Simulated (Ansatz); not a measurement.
# C₂HSi− (SMILES C1#[Si][CH-]1): one structure at several levels

How do the functionals fare away from a minimum? The structure is a frame of a short trajectory.

The runs use Ansatz 0.2.0, Gaussian basis; single points in def2-TZVPPD.

Cores are frozen in the correlated methods.

2 further runs of the same task are left out: 2 that didn't finish.

### Step 1. Starting geometry

SMILES `C1#[Si][CH-]1`, 4 atoms, charge -1, spin multiplicity 1.

Atoms are counted from 1 here; the program's logs count them from 0.

Bond lengths: C1–Si2 1.945 Å, C1–C3 1.365 Å, Si2–C3 1.834 Å, C3–H4 1.102 Å. Angles: Si2–C1–C3 64.6°, C1–Si2–C3 42.2°, C1–C3–Si2 73.2°, C1–C3–H4 133.0°, Si2–C3–H4 151.7°.

As a file:

```xyz
4
C2HSi
C    -0.15629   -0.93841    0.60929
Si    1.37184    0.26438    0.59283
C    -0.26434    0.13586   -0.22666
H    -0.96603    0.39040   -1.03773
```

### Step 2. PBE-D4/def2-TZVPPD

run/in.yaml reads:

```yaml
crystal:
  periodic: [false, false, false]
  atoms:
    - {symbol: C, position_ang: [-0.156292, -0.938409, 0.609287]}
    - {symbol: Si, position_ang: [1.371844, 0.264376, 0.592833]}
    - {symbol: C, position_ang: [-0.264337, 0.135860, -0.226656]}
    - {symbol: H, position_ang: [-0.966028, 0.390404, -1.037730]}
basis:
  gaussian: {orbitals: "def2-TZVPPD.json"}
total_charge: -1
hamiltonian: {xc: pbe, dispersion: d4}
output: {forces: true}
```

The basis file named in the input lies beside it (Basis Set Exchange, JSON).

On the command line:

```sh
> ansatz run in.yaml --threads 2 --pin off --events-out ev --progress --plain --max-ram 3481MiB
```

### Step 3. r2SCAN-D4/def2-TZVPPD

run/in.yaml: that of step 2 with these lines changed.

```diff
@@ -10,3 +10,3 @@
 total_charge: -1
-hamiltonian: {xc: pbe, dispersion: d4}
+hamiltonian: {xc: r2scan, dispersion: d4}
 output: {forces: true}
```

### Step 4. PBE0-D4/def2-TZVPPD

run/in.yaml: that of step 3 with these lines changed.

```diff
@@ -10,3 +10,3 @@
 total_charge: -1
-hamiltonian: {xc: r2scan, dispersion: d4}
-output: {forces: true}
+hamiltonian: {xc: pbe0, dispersion: d4}
+output: {forces: true, orbitals: {seedname: orbitals}}
```

### Step 5. wB97M-V/def2-TZVPPD

run/in.yaml: that of step 4 with these lines changed.

```diff
@@ -10,3 +10,3 @@
 total_charge: -1
-hamiltonian: {xc: pbe0, dispersion: d4}
-output: {forces: true, orbitals: {seedname: orbitals}}
+hamiltonian: {xc: {name: wB97M-V}}
+output: {forces: true}
```

### Step 6. CCSD(T)/def2-TZVPPD

run/in.yaml: that of step 5 with these lines changed.

```diff
@@ -10,3 +10,3 @@
 total_charge: -1
-hamiltonian: {xc: {name: wB97M-V}}
+correlation: {method: ccsd_t}
 output: {forces: true}
```

(Steps that only read results are left out.)

Q: Predict the outcome of this session. Wanted: RMS force component; RMS force error; HOMO and LUMO, PBE0-D4; T1 diagnostic.

As calculated:

| quantity | value |
| --- | --- |
| RMS force component | 0.265 to 0.517 eV/Å over the methods |
| RMS force error | PBE-D4 0.165, r2SCAN-D4 0.283, PBE0-D4 0.364, wB97M-V 0.423 eV/Å |
| HOMO and LUMO, PBE0-D4 | 0.46 and 3.52 eV |
| T1 diagnostic | 0.018 |

**Reading.** For forces PBE-D4 does best and wB97M-V worst. Frozen-core CCSD(T) forces in triple zeta carry basis errors of their own, and this is one geometry, so small gaps rank nothing.
